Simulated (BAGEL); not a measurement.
# A workflow on C2H6Si (SMILES CC[SiH])

We compute a single-point energy (HF/cc-pVDZ), then the energy (NEVPT2(2,2)/cc-pVDZ), then a single-point energy (CASPT2(2,2)/cc-pVDZ) of C2H6Si. 

The calculation is run with BAGEL 1.2.2.

2 further runs of the same task are left out: 2 set aside as unsound or not needed.

### 1 The structure to begin with

The species is C2H6Si (9 atoms), meant as a singlet with charge 0. SMILES: `CC[SiH]`. The Si3–H9 distance was set to 3.525 Å, away from the relaxed value. At this shape a bond of the SMILES string is far longer than usual.

Bond lengths: C1–C2 1.523 Å, C2–Si3 1.891 Å, C1–H4 1.094 Å, C1–H5 1.093 Å, C1–H6 1.092 Å, C2–H7 1.095 Å, C2–H8 1.111 Å. Some angles: C1–C2–Si3 121.0°, C1–C2–H7 111.7°, C1–C2–H8 109.8°, Si3–C2–H7 110.3°, Si3–C2–H8 97.9°, C2–C1–H4 112.0°, C2–C1–H5 111.1°, C2–C1–H6 111.0°, H7–C2–H8 104.1°, H4–C1–H5 107.1°.

### 2 The energy at HF/cc-pVDZ (density fitting with svp-jkfit) (run 1)

Input file hf.json:

```json
{ "bagel" : [

{
  "title" : "molecule",
  "basis" : "cc-pvdz.json",
  "df_basis" : "svp-jkfit",
  "geometry" : [
    { "atom" : "C", "xyz" : [  1.51664505, -0.95331203, -2.97114269 ] },
    { "atom" : "C", "xyz" : [  3.43849652, -2.95528788, -2.20807128 ] },
    { "atom" : "Si", "xyz" : [  5.42592149, -2.56770506,  0.73536613 ] },
    { "atom" : "H", "xyz" : [  0.35389657, -1.56274870, -4.56796126 ] },
    { "atom" : "H", "xyz" : [  2.45319332,  0.79921998, -3.53390313 ] },
    { "atom" : "H", "xyz" : [  0.26035513, -0.49845495, -1.39851261 ] },
    { "atom" : "H", "xyz" : [  4.62448864, -3.52409545, -3.80564574 ] },
    { "atom" : "H", "xyz" : [  2.44374469, -4.72010311, -1.65570433 ] },
    { "atom" : "H", "xyz" : [  0.75796915,  0.77592155,  4.11072124 ] }
  ]
},
{ "title" : "hf" },
{ "title" : "print", "file" : "orbitals.molden", "orbitals" : true }

]}
```

The basis set cc-pVDZ is read from a file made from the Basis Set Exchange's data (not shown).

On the command line:

```sh
$ BAGEL_NUM_THREADS=1 BAGEL hf.json > hf.out
```

The log of the run:

```text
* using 1 threads per process

  ===============================================================
  ===============================================================

  *** Geometry ***

  { "atom" : "C", "xyz" : [      1.516645,     -0.953312,     -2.971143 ] },
  { "atom" : "C", "xyz" : [      3.438497,     -2.955288,     -2.208071 ] },
  { "atom" : "Si", "xyz" : [      5.425921,     -2.567705,      0.735366 ] },
[... 5 lines of this table left out ...]
  { "atom" : "H", "xyz" : [      0.757969,      0.775922,      4.110721 ] },

  Number of auxiliary basis functions:      386

  Since a DF basis is specified, we compute 2- and 3-index integrals:
    o Being stored without compression. Storage requirement is 0.018 GB

  Number of basis functions:       76
  Number of electrons      :       32

    * METHOD: MOLECULE                             0.15

  *** RHF ***

  === Nuclear Repulsion ===
    92.1061712626

      * DIIS with orbital gradients will be used.

  === RHF iteration (cc-pvdz.json) ===
      0       -367.77499707          0.01525562           0.04
      1       -367.89619803          0.00856823           0.04
      2       -367.92668253          0.00168282           0.04
[... 14 lines of this table left out ...]
     17       -367.92910758          0.00000001           0.04
    * SCF iteration converged.

    * Permanent dipole moment:
           (   -1.442840,     1.362416,     1.936929) a.u.

    * METHOD: HF                                   0.77

    * METHOD: PRINT                                0.02

  ===============================================================
```

Wall time 1.1 s (1 thread of Arm Neoverse V1, shared host); peak memory 0.15 GiB.

### 3 A single-point energy at NEVPT2(2,2)/cc-pVDZ (density fitting with svp-jkfit) (run 2)

Input file input.json:

```json
{ "bagel": [

{
  "title": "molecule",
  "basis": "cc-pvdz.json",
  "df_basis": "svp-jkfit",
  "geometry": [
    { "atom": "C", "xyz": [  1.51664505, -0.95331203, -2.97114269 ] },
    { "atom": "C", "xyz": [  3.43849652, -2.95528788, -2.20807128 ] },
    { "atom": "Si", "xyz": [  5.42592149, -2.56770506,  0.73536613 ] },
    { "atom": "H", "xyz": [  0.35389657, -1.56274870, -4.56796126 ] },
    { "atom": "H", "xyz": [  2.45319332,  0.79921998, -3.53390313 ] },
    { "atom": "H", "xyz": [  0.26035513, -0.49845495, -1.39851261 ] },
    { "atom": "H", "xyz": [  4.62448864, -3.52409545, -3.80564574 ] },
    { "atom": "H", "xyz": [  2.44374469, -4.72010311, -1.65570433 ] },
    { "atom": "H", "xyz": [  0.75796915,  0.77592155,  4.11072124 ] }
  ]
},
{
  "title": "hf"
},
{
  "title": "nevpt2",
  "nstate": 1,
  "nact": 2,
  "nclosed": 15,
  "active": [16, 18],
  "maxiter": 200,
  "natocc": true,
  "ncore": 7
},
{
  "title": "print",
  "file": "orbitals.molden",
  "orbitals": true
}

]}
```

The basis set cc-pVDZ is read from a file made from the Basis Set Exchange's data (not shown).

On the command line:

```sh
$ BAGEL_NUM_THREADS=1 BAGEL input.json > input.out
```

The log of the run:

```text
* using 1 threads per process

  ===============================================================
  ===============================================================

  *** Geometry ***

  { "atom" : "C", "xyz" : [      1.516645,     -0.953312,     -2.971143 ] },
  { "atom" : "C", "xyz" : [      3.438497,     -2.955288,     -2.208071 ] },
  { "atom" : "Si", "xyz" : [      5.425921,     -2.567705,      0.735366 ] },
[... 5 lines of this table left out ...]
  { "atom" : "H", "xyz" : [      0.757969,      0.775922,      4.110721 ] },

[... 23 lines left out ...]
    * SCF iteration converged.
[... 1 line left out ...]
    * Permanent dipole moment:
[... 28 lines left out ...]
    * Second-order optimization converged. *
[... 9 lines left out ...]
     * ci vector, state   0, <S^2> = 0.0000
       2.     0.8319789388
       .2    -0.5548072146

  === DF-NEVPT2 calculation ===

    * 3-index integral transformation done
    * assembly done

      NEVPT2 correlation energy:   -0.3585443289      0.11

          (+0)     -0.3270675294
          (+0)'    -0.0075179820
          (+1)     -0.0056040204
          (+1)'    -0.0000000000
          (+2)     -0.0001689142
          (-1)     -0.0177419563
          (-1)'     0.0000000000
          (-2)     -0.0004439264

      NEVPT2 total energy:       -368.3676395840

    * METHOD: NEVPT2                               3.73

    * METHOD: PRINT                                0.02

  ===============================================================
```

It took 4.8 s on 1 thread of Arm Neoverse V1, shared host; peak memory 0.15 GiB.

### 4 A single-point energy at CASPT2(2,2)/cc-pVDZ (density fitting with svp-jkfit) (run 3)

Input file caspt2.json:

```json
{ "bagel": [

{
  "title": "molecule",
  "basis": "cc-pvdz.json",
  "df_basis": "svp-jkfit",
  "angstrom": false,
  "geometry": [
    { "atom": "C", "xyz": [  1.51664505, -0.95331203, -2.97114269 ] },
    { "atom": "C", "xyz": [  3.43849652, -2.95528788, -2.20807128 ] },
    { "atom": "Si", "xyz": [  5.42592149, -2.56770506,  0.73536613 ] },
    { "atom": "H", "xyz": [  0.35389657, -1.56274870, -4.56796126 ] },
    { "atom": "H", "xyz": [  2.45319332,  0.79921998, -3.53390313 ] },
    { "atom": "H", "xyz": [  0.26035513, -0.49845495, -1.39851261 ] },
    { "atom": "H", "xyz": [  4.62448864, -3.52409545, -3.80564574 ] },
    { "atom": "H", "xyz": [  2.44374469, -4.72010311, -1.65570433 ] },
    { "atom": "H", "xyz": [  0.75796915,  0.77592155,  4.11072124 ] }
  ]
},
{ "title": "hf" },
{ "title": "casscf", "nstate": 1, "nact": 2, "nclosed": 15, "active": [16, 18], "maxiter": 200, "natocc": true },
{ "title": "print", "file": "orbitals.molden", "orbitals": true },
{ "title": "smith", "method": "caspt2", "ms": true, "xms": true, "sssr": true, "shift": 0.2, "shift_imag": true, "ncore": 7 }

]}
```

The basis set cc-pVDZ is read from a file made from the Basis Set Exchange's data (not shown).

On the command line:

```sh
$ BAGEL_NUM_THREADS=1 BAGEL caspt2.json > caspt2.out
```

The log of the run:

```text
* using 1 threads per process

  ===============================================================
  ===============================================================

  *** Geometry ***

  { "atom" : "C", "xyz" : [      1.516645,     -0.953312,     -2.971143 ] },
  { "atom" : "C", "xyz" : [      3.438497,     -2.955288,     -2.208071 ] },
  { "atom" : "Si", "xyz" : [      5.425921,     -2.567705,      0.735366 ] },
[... 5 lines of this table left out ...]
  { "atom" : "H", "xyz" : [      0.757969,      0.775922,      4.110721 ] },

[... 25 lines left out ...]
    * Permanent dipole moment:
[... 37 lines left out ...]
     * ci vector, state   0, <S^2> = 0.0000
[... 21 lines left out ...]
       #      aibj      arbs      arbi      airj      risj      airs      arst      rist         Etot      error   time
[... 8 lines left out ...]
      ------------------------------------------------------------------------------------------------------------------

    * CASPT2 energy : state  0     -368.3703666140
        w/o shift correction       -368.3674844224
        reference weight              0.8735361767

    * METHOD: SMITH                                0.33

  ===============================================================
```

Run time: 5.1 s. Hardware: 1 thread of Arm Neoverse V1, shared host; peak memory 0.15 GiB.

### 5 Results

| quantity | value |
| --- | --- |
| run 1, HF/cc-pVDZ: total energy | -367.92911 Eh |
| run 1, HF/cc-pVDZ: dipole moment | 7.05 D |
| run 1, HF/cc-pVDZ: HOMO energy | -6.42 eV |
| run 1, HF/cc-pVDZ: LUMO energy | -0.49 eV |
| run 1, HF/cc-pVDZ: HOMO–LUMO gap | 5.94 eV |
| run 2, NEVPT2(2,2)/cc-pVDZ: total energy | -368.36764 Eh |
| run 3, CASPT2(2,2)/cc-pVDZ: total energy | -368.37037 Eh |

One bond (run 1, HF/cc-pVDZ) is far stretched, which a spin-restricted single reference describes badly; a broken-symmetry solution may lie lower.
